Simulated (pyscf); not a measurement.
Hydrogen abstraction: `[H][H]` + `[CH2][OH]` [doublet] → `[CH3][OH]` + `[H]` [doublet]

Gas phase, doublet surface, charge 0. Bonds broken: H1–H2. Bonds formed: H1–C3. Single points on ωB97X-D3(BJ)/def2-SVP structures (PySCF, gas phase).

Transition state (Å):

```xyz
7

H     -0.3204     0.1004     0.8963
H      0.2915     0.1585     1.6780
C     -1.0892     0.0056    -0.1713
O     -0.5262    -0.8158    -1.1190
H     -2.0124    -0.4419     0.2221
H     -1.2292     1.0595    -0.4728
H      0.2207    -0.3607    -1.5248
```

One imaginary mode, 1385i cm⁻¹; descent along it reached the two sides named.

```csv
bond,change,reactant side (Å),saddle,product side
H1–H2,breaks,0.762,0.994,3.3
H1–C3,forms,2.8,1.319,1.108
```

Electronic energies relative to the separated reactants (kcal/mol):

```
level                   barrier  reaction energy  reverse barrier
----------------------  -------  ---------------  ---------------
ωB97X-D3(BJ)/def2-TZVP     14.3             +6.0              8.3
PBE/def2-TZVP               8.4             +6.5              1.9
r²SCAN/def2-TZVP           11.0             +9.7              1.2
B3LYP-D3(BJ)/def2-TZVP     12.1             +9.4              2.7
PBE0-D3(BJ)/def2-TZVP      10.5             +5.3              5.2
M06-2X/def2-TZVP           15.7             +5.6             10.0
ωB97M-D3(BJ)/def2-TZVP     14.3             +6.1              8.2
HF/def2-TZVP               23.9             +4.0             20.0
```

With ωB97M-D3(BJ)/def2-TZVP energies and thermal terms (ideal gas, 1 atm, RRHO with modes under 100 cm⁻¹ raised to 100, one conformer, R ln 2 for chiral ones without a mode under 150 cm⁻¹), in kcal/mol:

```
T (K)   ΔH‡   ΔG‡    ΔH     ΔG
-----  ----  ----  ----  -----
298    13.6  21.4  +8.0   +9.3
600    12.8  29.6  +7.5  +10.9
900    12.8  38.0  +7.5  +12.6
1200   13.1  46.4  +7.8  +14.2
```

One saddle was located; it need not be the lowest between these sides. The angle at the transferred H is 178°.
